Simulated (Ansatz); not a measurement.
**Stretch profile**

MgN2H4 (SMILES [NH2][Mg][NH2]), closed shell, at its PBE0-D4/def2-TZVP minimum:

N1  (-1.567, -0.034, -1.042)
Mg2  (0.009, -0.010, -0.007)
N3  (1.585, 0.014, 1.029)
H4  (-2.312, -0.712, -0.985)
H5  (-1.824, 0.629, -1.758)
H6  (2.458, -0.439, 0.803)
H7  (1.714, 0.482, 1.914)
(Å)

The bond length Mg2–N3 (1.886 Å at the minimum) is set to the values below, the two halves moving rigidly along the bond. Each method's energies count from its own value at the PBE0-D4 minimum structure. Ansatz 0.2.0; basis: def2-TZVPP; cores frozen in the correlated methods. The outer core shell of Li, Na, Mg and K is correlated. The def2 sets are not built for correlating such inner shells, so the correlated values are less sure here. B3LYP uses VWN-RPA correlation.

CCSD(T) energies along the scan:
```tsv
bond length (Å)	CCSD(T) (kJ/mol)
1.660	63.9
1.725	29.7
1.821	4.6
1.934	1.4
2.058	18.4
2.192	50.6
2.334	92.4
2.484	139.9
2.640	189.5
```
They count from the CCSD(T) energy at the PBE0-D4 minimum.

Minimum and curvature along this coordinate at CCSD(T): A fifth-order fit through the nearest points gives 1.891 Å, with a curvature of about 17 eV/Å².

Problem. Treat the two halves as rigid bodies and work out the harmonic wavenumber of this stretch from that curvature (ν̃ = 521.5 √(k/μ) cm⁻¹ with k in eV/Å² and μ in u).

Solution. The halves weigh 40.33 and 16.02 u, so μ = 40.33 × 16.02/56.35 = 11.466 u and ν̃ = 521.5 √(17/11.466) ≈ 630 cm⁻¹. A true normal mode mixes in other motions, so this is a guide only.

Largest difference from the CCSD(T) curve over the scan: PBE-D4 16.1; r2SCAN-D4 3.3; B3LYP-D4 6.7; wB97M-V 0.8 kJ/mol. Each curve counts from its own value at the minimum.

The T1 diagnostic stays at or below 0.013.

For scale, one of the runs: CCSD(T)/def2-TZVPP, 150 basis functions (an equivalent command: `ansatz run in.yaml --threads 2`). The run took 28 s on 2 CPU threads (shared host), with 1.1 GiB of host memory at its peak.
